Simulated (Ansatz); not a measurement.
## How far each method lies from full CI for SiC, triplet

Geometry: a point of a stretch scan, not a stationary point.

```yaml
atoms:
  - { symbol: Si, position_ang: [0.0000, 0.0000, 0.0000] }
  - { symbol: C, position_ang: [0.0000, 0.0000, 2.0760] }
```

Basis 6-31G; Ansatz 0.2.0. Correlated methods freeze the noble-gas cores, which leaves 8 electrons in 16 orbitals. R marks a restricted (for open shells ROHF) determinant, U an unrestricted one. Active spaces: pair = (4e, 4o) about the gap; valence = (8e, 8o) chosen from the atoms' valence shells.

Full CI is exact within this basis and frozen core; it isn't the basis-set limit. The frozen core follows each run's orbitals, which can shift R against U totals by a few meV.

Unrestricted rows (U) aren't spin-pure: their determinants' ⟨S²⟩ exceeds S(S+1) by up to 0.83, so they mix in states of higher spin. HF rows are the lowest solutions found. Coupled cluster chose its determinant by trial CCSD, here up to 0.27 eV above the lowest Hartree–Fock solution of its kind, and MP2 stands on that determinant too.

- UHF ⟨S²⟩: 2.828
- T1 diagnostic (RCCSD): 0.1081
- largest doubles amplitude (RCCSD): 0.250
- T1 diagnostic (UCCSD): 0.0968

```
   level  E − E(determinant under the R cluster runs) (eV)
     UHF                                           -1.4559
    RMP2                                           -3.0238
    UMP2                                           -3.1649
   RCCSD                                           -4.0865
   UCCSD                                           -4.1341
RCCSD(T)                                           -4.3049
UCCSD(T)                                           -4.2751
```

(1) Estimate how far full CI in 6-31G lies from RCCSD(T). The table doesn't fix it; the size of (T) and the diagnostics are the guide.

(1) Full CI in 6-31G lies 8.0 kJ/mol below RCCSD(T), which is 38 % of the (T) step (-21.1 kJ/mol). T1 is very large, a doubles amplitude is large, and the rest is a large part of (T). The miss exceeds 1 kcal/mol.

The other levels:

| level | E − E(full CI) (kJ/mol) | share of correlation (%) | wall time |
| --- | --- | --- | --- |
| RHF† | 397.6 | – | – |
| BCCD(T)* | 10.6 | 97.51 | 2.9 s |
| RCCSDT | 5.7 | 98.66 | – |
| UCCSDT | 4.1 | 99.03 | – |
| RCCSDT(Q) | 0.9 | 99.79 | 6 s |
| UCCSDT(Q) | 1.1 | 99.75 | 7 s |
| RCCSDTQ | 0.8 | 99.80 | 31 s |
| UCCSDTQ | 0.7 | 99.84 | 33 s |
| CASSCF (valence space) | 104.8 | 75.25 | – |
| NEVPT2 (valence space) | 29.1 | 93.12 | 2.9 s |
| MRCISD (valence space) | 3.8 | 99.10 | – |
| MRCISD+Q (valence space) | 1.1 | 99.74 | 3.5 s |
| MRCISD+Q(relaxed) (valence space) | -0.3 | 100.07 | 3.8 s |

An asterisk marks runs whose energy the program itself flagged as in doubt. A dagger marks rows that describe another state than the reference (another or a broken symmetry, a higher spin or other natural occupations), so the difference isn't the method's error.

The correlation energy at full CI, counted from the determinant under the R cluster runs, is -4.388 eV. That run took 19 s on 1 thread of Arm Neoverse V1, shared host over 827,904 determinants.

Run but not shown, since their state, orbitals or frozen core can't be matched to the reference's or they repeat it: CISD, CISDTQ, CASSCF (pair space), NEVPT2 (pair space), MRCISD (pair space), MRCISD+Q (pair space).

Times hold each run's SCF and search for its determinant on a shared host, so for small cases they say little of a method's own cost; they ran on 1 thread of Arm Neoverse V1.

The full-CI state has the irrep B1 of C2v, in the program's axes (one component, if the state is degenerate).

Natural occupations of full CI about the gap: 1.964 1.911 1.750 1.008 0.952 0.248 0.081 0.047 0.009 0.008; effectively unpaired electrons, Σ n²(2−n)², 2.44.
